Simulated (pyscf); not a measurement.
`[OH][Sn][OH]` [singlet] + `[NH3]` → `[OH][Sn][OH]` [singlet] + `[NH3]` (four-centre exchange; singlet surface; H–O, H–N broken, H–O, H–N formed). Structures and frequencies: ωB97X-D3(BJ)/def2-SVP in PySCF. Energies in kcal/mol from the separated reactants.

| level | barrier | reaction energy |
|---|---|---|
| r²SCAN/def2-TZVP | ? | 0.0 |
| B3LYP-D3(BJ)/def2-TZVP | ? | 0.0 |
| PBE0-D3(BJ)/def2-TZVP | 31.3 | 0.0 |
| M06-2X/def2-TZVP | 35.9 | 0.0 |
| ωB97M-D3(BJ)/def2-TZVP | 34.8 | 0.0 |
| HF/def2-TZVP | 51.3 | 0.0 |

Task: Complete the blanks.

Result: 
- r²SCAN/def2-TZVP, barrier: 30.4
- B3LYP-D3(BJ)/def2-TZVP, barrier: 32.6

The functionals in the table span 5.5 kcal/mol in this barrier, from r²SCAN to M06-2X. On the reactant side the descent ends in a complex (not fully relaxed), 8.0 kcal/mol under the separated species and 43.5 kcal/mol under the saddle at ωB97X-D3(BJ)/def2-TZVP. On the product side the descent ends in a complex, 7.9 kcal/mol under the separated species and 43.4 kcal/mol under the saddle at ωB97X-D3(BJ)/def2-TZVP. The same reactants have a lower exit, to H₂O + H₂N–Sn:–OH [singlet] (highest point, the separated products, at +8.4 kcal/mol at ωB97M-D3(BJ)/def2-TZVP, against +34.8 kcal/mol here). One saddle was located; it need not be the lowest between these sides. Elements past Kr carry the def2 core potentials, without spin-orbit coupling.
